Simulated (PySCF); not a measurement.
**Basis-set dependence of population analyses: 3,3-dimethyl-1-butene**

Compound: 3,3-dimethyl-1-butene, C6H12.
Geometry (PBE0-D3(BJ)/def2-SVP, Å), atoms numbered from 1 in this order:
```
atom  x, y, z in Å
C1     2.180   -0.417    0.607
C2     1.268   -0.087   -0.307
C3    -0.224    0.055   -0.114
C4    -0.618    1.491   -0.487
C5    -0.924   -0.924   -1.068
C6    -0.653   -0.236    1.321
H7     3.239   -0.490    0.348
H8     1.915   -0.628    1.647
H9     1.608    0.112   -1.333
H10   -1.709    1.628   -0.409
H11   -0.322    1.730   -1.521
H12   -0.132    2.219    0.181
H13   -0.668   -1.966   -0.822
H14   -2.018   -0.814   -1.004
H15   -0.628   -0.742   -2.114
H16   -0.377   -1.258    1.625
H17   -0.190    0.468    2.030
H18   -1.746   -0.141    1.419
```

PBE0 throughout (PySCF), one geometry, spherical d and f functions. Geometry: PBE0-D3(BJ)/def2-SVP; no solvent, vibrations or thermal averaging. Atoms taken as equivalent share a column and are averaged. The first 7 of 8 kinds of atom are listed.

Mulliken charges (e):

| basis | functions | C1 | C2 | C3 | C4/C5/C6 | H7 | H8 | H9 |
| --- | --- | --- | --- | --- | --- | --- | --- | --- |
| pcSseg-0 | 78 | -0.406 | -0.088 | -0.716 | -0.487 | +0.215 | +0.213 | +0.218 |
| cc-pVDZ | 144 | -0.044 | +0.002 | -0.393 | +0.006 | +0.038 | +0.034 | +0.006 |
| pcSseg-1 | 162 | -0.160 | -0.097 | -0.594 | -0.168 | +0.118 | +0.115 | +0.096 |
| aug-cc-pVDZ | 246 | +0.290 | +1.386 | -1.815 | +0.952 | -0.431 | -0.570 | -0.717 |
| IGLO-III | 330 | -0.249 | -0.167 | +0.307 | -0.446 | +0.109 | +0.082 | +0.082 |

IAO charges (e):

| basis | functions | C1 | C2 | C3 | C4/C5/C6 | H7 | H8 | H9 |
| --- | --- | --- | --- | --- | --- | --- | --- | --- |
| pcSseg-0 | 78 | -0.318 | -0.128 | +0.019 | -0.409 | +0.146 | +0.138 | +0.133 |
| cc-pVDZ | 144 | -0.327 | -0.127 | +0.056 | -0.406 | +0.147 | +0.139 | +0.131 |
| pcSseg-1 | 162 | -0.328 | -0.128 | +0.048 | -0.404 | +0.147 | +0.139 | +0.132 |
| aug-cc-pVDZ | 246 | -0.340 | -0.129 | +0.055 | -0.417 | +0.152 | +0.144 | +0.135 |
| IGLO-III | 330 | -0.341 | -0.129 | +0.052 | -0.419 | +0.152 | +0.144 | +0.136 |

Hirshfeld charges (e):

```csv
basis,functions,C1,C2,C3,C4/C5/C6,H7,H8,H9
pcSseg-0,78,-0.107,-0.033,+0.052,-0.105,+0.042,+0.037,+0.035
cc-pVDZ,144,-0.110,-0.033,+0.032,-0.110,+0.042,+0.040,+0.039
pcSseg-1,162,-0.110,-0.034,+0.025,-0.115,+0.043,+0.041,+0.041
aug-cc-pVDZ,246,-0.114,-0.039,+0.011,-0.122,+0.045,+0.044,+0.045
IGLO-III,330,-0.114,-0.039,+0.014,-0.122,+0.045,+0.043,+0.044
```

ESP-fitted charges (e):

```tsv
basis	functions	C1	C2	C3	C4/C5/C6	H7	H8	H9
pcSseg-0	78	-0.462	-0.255	+0.797	-0.710	+0.195	+0.182	+0.147
cc-pVDZ	144	-0.422	-0.242	+0.683	-0.522	+0.176	+0.164	+0.129
pcSseg-1	162	-0.455	-0.274	+0.746	-0.579	+0.191	+0.180	+0.145
aug-cc-pVDZ	246	-0.477	-0.266	+0.827	-0.628	+0.194	+0.185	+0.140
IGLO-III	330	-0.478	-0.276	+0.845	-0.626	+0.195	+0.185	+0.141
```

Some averages cover members that differ in this geometry, most widely: C4/C5/C6, Mulliken in aug-cc-pVDZ +0.887 to +0.988; C4/C5/C6, ESP-fitted in cc-pVDZ -0.545 to -0.504; C4/C5/C6, ESP-fitted in pcSseg-1 -0.597 to -0.561; C4/C5/C6, ESP-fitted in aug-cc-pVDZ -0.646 to -0.610 e.

**Question.** Which scheme is steadiest as the basis changes?

**Answer.** Largest range over the bases for any column: IAO 0.04 e, Hirshfeld 0.04 e, ESP-fitted 0.19 e, Mulliken 2.12 e. IAO and Hirshfeld charges move least and Mulliken charges most, counted in e.

**Question.** How much do the charges still move between the two largest bases, aug-cc-pVDZ and IGLO-III?

**Answer.** At most, over all atoms: Mulliken 2.122 e, IAO 0.003 e, Hirshfeld 0.002 e, ESP-fitted 0.018 e.

**Question.** What do the same runs give for the total energy, the frontier levels and the dipole moment?

**Answer.** 
```
      basis  energy (Eh)  HOMO (eV)  LUMO (eV)  μ (D)
   pcSseg-0    -235.0324      -7.42       0.70   0.29
    cc-pVDZ    -235.5597      -7.23       0.69   0.36
   pcSseg-1    -235.5191      -7.37       0.49   0.36
aug-cc-pVDZ    -235.5732      -7.35      -0.06   0.40
   IGLO-III    -235.6399      -7.36       0.32   0.40
```

The dipole is fixed by the density alone, so its range of 0.11 D shows that the density itself changes with the basis, not only its division among atoms.
